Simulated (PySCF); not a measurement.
# Peak assignment

Molfile (atoms numbered from 1):
```
C4H6S
     RDKit          3D

 11 11  0  0  0  0  0  0  0  0999 V2000
   -0.4283    0.6883   -0.6948 C   0  0  0  0  0  0  0  0  0  0  0  0
    0.7213    0.7920   -0.0461 C   0  0  0  0  0  0  0  0  0  0  0  0
    1.0840   -0.3272    0.8712 C   0  0  0  0  0  0  0  0  0  0  0  0
   -0.2855   -1.5204    0.7565 S   0  0  0  0  0  0  0  0  0  0  0  0
   -1.2400   -0.5376   -0.4415 C   0  0  0  0  0  0  0  0  0  0  0  0
   -0.7919    1.4442   -1.3829 H   0  0  0  0  0  0  0  0  0  0  0  0
    1.3877    1.6415   -0.1518 H   0  0  0  0  0  0  0  0  0  0  0  0
    1.1976    0.0173    1.9034 H   0  0  0  0  0  0  0  0  0  0  0  0
    2.0226   -0.8057    0.5765 H   0  0  0  0  0  0  0  0  0  0  0  0
   -2.2237   -0.2934   -0.0295 H   0  0  0  0  0  0  0  0  0  0  0  0
   -1.3986   -1.1152   -1.3570 H   0  0  0  0  0  0  0  0  0  0  0  0
  1  2  2  0
  2  3  1  0
  3  4  1  0
  4  5  1  0
  5  1  1  0
  1  6  1  0
  2  7  1  0
  3  8  1  0
  3  9  1  0
  5 10  1  0
  5 11  1  0
M  END
```

PySCF calculation with coordinates at the PBE0-D3(BJ)/def2-TZVP level and shieldings: GIAO PBE0/pcSseg-2; non-relativistic, one conformer, no solvent, rapidly exchanging positions averaged.

δ = σ(ref) − σ, references computed at the same level: ¹³C (σref 186.03) and ¹H (σref 31.52) against TMS.

Q: Assign these signals to the numbered atoms. ¹³C{¹H} NMR (computed): δ 140.8, 46.7.

A: 
| δ (ppm) | atoms | environment | reason |
| --- | --- | --- | --- |
| 140.8 | C1/C2 | alkene CH | the olefinic region |
| 46.7 | C3/C5 | allylic sp3 CH2 bonded to S | – |

Q: Assign these signals to the numbered atoms. ¹H NMR (400 MHz, computed): δ 6.15 (m, 2H), 4.00 (m, 4H).

A: 
| δ (ppm) | atoms | environment | reason |
| --- | --- | --- | --- |
| 6.15 | H6/H7 | hydrogen on an alkene CH | attached to an sp2 carbon and in the plane of the double bond |
| 4.00 | H8/H9/H10/H11 | hydrogen on an allylic sp3 CH2 bonded to S | – |

Shifts are as computed. Against solution values, carbons near 30 ppm lie about +3 ppm off and those near 130 ppm about +9 ppm; carbons on S a further +4 ppm. Of 1211 compounds with measured shifts, 218 miss one by over three times the rms of a fit or turn the order of signals round; such compounds aren't used in these exercises. Multiplicities follow the n + 1 count of equivalent neighbours, as no J values were calculated; m marks all less simple cases, F and P coupling included.
